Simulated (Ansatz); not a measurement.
Reaction (SMILES): C#N (CH-N) → [C]#N (C-N) + H atom
B3LYP-D3(BJ)/def2-TZVP geometries, fixed; electronic energies without zero-point terms.
Largest species:
```xyz
3

C      0.0000     0.0000    -0.4969
N      0.0000     0.0000     0.6493
H      0.0000     0.0000    -1.5636
```

Basis-set convergence of the bond dissociation energy at PBE0 with Ansatz (a program for electronic structure). Cartesian d functions, on some or all atoms, in 6-31G*, 6-31+G*; all else is spherical. The program fits the integrals of some runs and decomposes those of others, by size. Open shells are unrestricted. No added dispersion term, no relativity. Functions are those of the species that has most. Reference: the value in pcseg-4, 132.37 kcal/mol, itself unsure by roughly 0.02 kcal/mol (its mean distance from aug-pcseg-3, aug-cc-pVQZ, cc-pV5Z). Deviations are taken from unrounded values.

```csv
basis,functions,bond dissociation energy (kcal/mol)
6-31G*,32,131.01
6-31+G*,40,131.26
cc-pVDZ,33,130.48
aug-cc-pVDZ,55,130.78
def2-SVP,33,132.15
def2-SVPD,48,132.80
pcseg-1,33,131.15
aug-pcseg-1,55,131.51
6-311G**,42,132.24
6-311+G**,50,132.47
def2-TZVP,68,132.20
def2-TZVPD,83,132.23
cc-pVTZ,74,132.36
aug-cc-pVTZ,115,132.43
pcseg-2,74,132.55
aug-pcseg-2,115,132.51
def2-TZVPP,76,132.41
def2-TZVPPD,91,132.43
cc-pVQZ,140,132.41
aug-cc-pVQZ,206,132.39
def2-QZVPP,144,132.37
def2-QZVPPD,159,132.34
pcseg-3,153,132.43
aug-pcseg-3,219,132.42
```

What the diffuse functions change, pair by pair:
- 6-31G* to 6-31+G*: 8 more functions, deviation -1.37 to -1.11 kcal/mol
- cc-pVDZ to aug-cc-pVDZ: 22 more functions, deviation -1.89 to -1.59 kcal/mol
- def2-SVP to def2-SVPD: 15 more functions, deviation -0.22 to 0.42 kcal/mol
- pcseg-1 to aug-pcseg-1: 22 more functions, deviation -1.22 to -0.86 kcal/mol
- 6-311G** to 6-311+G**: 8 more functions, deviation -0.14 to 0.10 kcal/mol
- def2-TZVP to def2-TZVPD: 15 more functions, deviation -0.18 to -0.14 kcal/mol
- cc-pVTZ to aug-cc-pVTZ: 41 more functions, deviation -0.02 to 0.05 kcal/mol
- pcseg-2 to aug-pcseg-2: 41 more functions, deviation 0.18 to 0.14 kcal/mol
- def2-TZVPP to def2-TZVPPD: 15 more functions, deviation 0.03 to 0.06 kcal/mol
- cc-pVQZ to aug-cc-pVQZ: 66 more functions, deviation 0.03 to 0.02 kcal/mol
- def2-QZVPP to def2-QZVPPD: 15 more functions, deviation -0.01 to -0.03 kcal/mol
- pcseg-3 to aug-pcseg-3: 66 more functions, deviation 0.06 to 0.04 kcal/mol

They bring the value nearer the reference by more than 0.02 kcal/mol in 6 of 12 pairs.
